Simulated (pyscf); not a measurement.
Elementary routes open to Cl–SnH(Cl)–Cl (SMILES [Cl][SnH]([Cl])[Cl]) + HF (SMILES F) in the gas phase (singlet surface):
A. HCl (SMILES Cl) + F–SnH(Cl)–Cl (SMILES [F][SnH]([Cl])[Cl]) (Cl–Sn, F–H broken; Cl–H, F–Sn formed)
B. F–Sn(Cl)(Cl)–Cl (SMILES [F][Sn]([Cl])([Cl])[Cl]) + H₂ (SMILES [H][H]) (H–Sn, F–H broken; F–Sn, H–H formed)

PySCF, gas phase, ωB97X-D3(BJ)/def2-SVP geometries.

Rank the routes by free-energy barrier at 900 K, lowest first, for ωB97M-D3(BJ)/def2-TZVP energies (ideal gas, 1 atm, RRHO with modes under 100 cm⁻¹ raised to 100, one conformer, R ln 2 for chiral ones without a mode under 150 cm⁻¹).

A (1.98 eV), B (2.53 eV)

Route A is the fastest of these, ahead of the next by 0.55 eV. The most stable products are those of B (ΔG = -0.16 eV), whose barrier is 0.55 eV higher: the kinetic and the thermodynamic product differ. At 298 K A is still the fastest. A: On the reactant side the descent ends in a complex, 0.23 eV under the separated species and 0.98 eV under the saddle at ωB97X-D3(BJ)/def2-TZVP. On the product side the descent ends in a complex, 0.18 eV under the separated species and 0.51 eV under the saddle at ωB97X-D3(BJ)/def2-TZVP. B: On the reactant side the descent ends in a complex (not fully relaxed), 0.22 eV under the separated species and 1.49 eV under the saddle at ωB97X-D3(BJ)/def2-TZVP. Only these routes are compared; each barrier is that of the saddle found, and lower ones may exist. Elements past Kr carry the def2 core potentials, without spin-orbit coupling.
